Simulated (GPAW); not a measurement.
# C2H3NO (SMILES OC1=CN1) at LDA (PW92)/sz(dzp) (scalar-relativistic datasets)

We compute ionisation energies of C2H3NO. 

Program for the calculation: GPAW 26.7.0.

## Step 1: The molecule

The species is C2H3NO (7 atoms), meant as a singlet with charge 0. As SMILES, `OC1=CN1`. The shape is that of a GFN2-xTB optimisation. This is one conformer, not always the lowest.

Bond lengths: O1–C2 1.313 Å, C2–C3 1.286 Å, C2–N4 1.454 Å, C3–N4 1.526 Å, O1–H5 0.967 Å, C3–H6 1.054 Å, N4–H7 1.032 Å. Angles: O1–C2–C3 154.5°, O1–C2–N4 138.2°, C3–C2–N4 67.4°, C2–C3–N4 61.6°, C2–N4–C3 51.0°, C2–O1–H5 110.4°, C2–C3–H6 158.6°, N4–C3–H6 138.3°, C2–N4–H7 111.9°, C3–N4–H7 112.3°.

## Step 2: Ionisation energies at LDA (PW92)/sz(dzp) (scalar-relativistic datasets)

The input, run.xyz:

```xyz
7

O     -0.938730     1.325140    -0.406860
C     -0.238070     0.330750     0.086630
C      0.514960    -0.236000     0.960930
N      0.096150    -1.039620    -0.267460
H     -1.467610     1.025140    -1.158260
H      1.191620    -0.322790     1.764970
H      0.841680    -1.082620    -0.979950
```

The input, run.py:

```python
from ase.io import read
from gpaw import GPAW

atoms = read("run.xyz")
atoms.center(vacuum=4.5)

energies = {}
for name, charge, unpaired in [("neutral", 0, 0), ("oxidised", 1, 1)]:
    atoms.set_initial_magnetic_moments([unpaired / len(atoms)] * len(atoms))
    calc = GPAW(mode="lcao",
                basis="sz(dzp)",
                h=0.25,
                xc="LDA",
                charge=charge,
                occupations={"name": "fermi-dirac", "width": 0.0, "fixmagmom": unpaired > 0},
                maxiter=100,
                symmetry="off",
                txt="-")
    atoms.calc = calc
    energies[name] = atoms.get_potential_energy()
    print(f'{name:10} {energies[name]:12.5f} eV')

ip = energies["oxidised"] - energies["neutral"]
print(f"Vertical IP = {ip:.3f} eV")
```

On the command line:

```console
$ python run.py > run.log
```

What it wrote:

```text
[...]
Number of symmetries: 1
[...]
  Number of IBZ points: 1
[...]
basis functions: 19
Spin-components: 1 (collinear spins)
Bands:           18
[...]
  Valence electrons: 22.0
[...]
  Grid points: [48 44 48]
  Charge: 0.0  # |e|
[...]
    cutoffs:
[...]
occupation numbers:
  # Zero width
[...]
xc functional:
  name: None
[...]
|iter     |     time |      energy | eigst |  dens |
[...]
|iter:   1| 00:00:07 |  -32.186537 |      c|       |
[...]
Converged in 9 steps
[...]
dipole moment: (0.043379, 0.192444, -0.455588)  # |e|*Ang
Fermi level: -3.516
[...]
|iter:  11| 00:00:32 |  -19.772672c|      c| -4.44c|  +0.9999|
Converged in 11 steps
[...]
Energy contributions relative to reference atoms: (reference = -5572.774462)
Energy contributions:
  Kinetic:         -20.673119
  Coulomb:          20.089352
  Zero:              2.820939
  External:          0.000000
  Xc:              -22.009844
  Entropy:           0.000000
  Spinorbit:         0.000000
  ----------------------------
  Free energy:     -19.772672
  Extrapolated:    -19.772672
[...]
Total magnetic moment: (0.000000, 0.000000, 0.999930)
Local magnetic moments
|        x |        y |         z |
|----------|----------|-----------|
| 0.000000 | 0.000000 |  0.035788 |  # O    0
| 0.000000 | 0.000000 |  0.019181 |  # C    1
| 0.000000 | 0.000000 |  0.135202 |  # C    2
| 0.000000 | 0.000000 |  0.210090 |  # N    3
| 0.000000 | 0.000000 |  0.000500 |  # H    4
| 0.000000 | 0.000000 | -0.002608 |  # H    5
| 0.000000 | 0.000000 |  0.017920 |  # H    6
Fermi levels: -12.404, -14.527
Eigenvalues  # (at kpt = [0.000, 0.000, 0.000])
| band index |      eig [eV] | occ [0-1] |      eig [eV] | occ [0-1] |
|------------|---------------|-----------|---------------|-----------|
|          0 |       -37.716 |     1.000 |       -37.602 |     1.000 |
|        ... |               |           |               |           |
|          3 |       -24.937 |     1.000 |       -24.840 |     1.000 |
|          4 |       -23.572 |     1.000 |       -23.288 |     1.000 |
|          5 |       -21.558 |     1.000 |       -21.184 |     1.000 |
|          6 |       -20.535 |     1.000 |       -20.253 |     1.000 |
|          7 |       -19.734 |     1.000 |       -19.446 |     1.000 |
|          8 |       -17.996 |     1.000 |       -17.579 |     1.000 |
|          9 |       -17.221 |     1.000 |       -16.829 |     1.000 |
|         10 |       -15.046 |     1.000 |       -14.009 |     0.000 |
|         11 |       -10.799 |     0.000 |       -10.328 |     0.000 |
|         12 |        -8.368 |     0.000 |        -7.922 |     0.000 |
[...]
Gap: 3.209 eV
Transition (v -> c):
  (s=1, k=0, n=10, [0.00, 0.00, 0.00]) -> (s=0, k=0, n=11, [0.00, 0.00, 0.00])
No difference between direct/indirect transitions
vacuum-level: 0.000  # V
oxidised      -19.77267 eV
Vertical IP = 9.587 eV
```

Run time: 34 s. Hardware: 1 thread of AMD EPYC (Zen 3), shared host; peak memory 0.44 GiB.

## Step 3: Results

At LDA (PW92)/sz(dzp) (scalar-relativistic datasets):

```
               quantity    value
first ionisation energy  9.59 eV
```
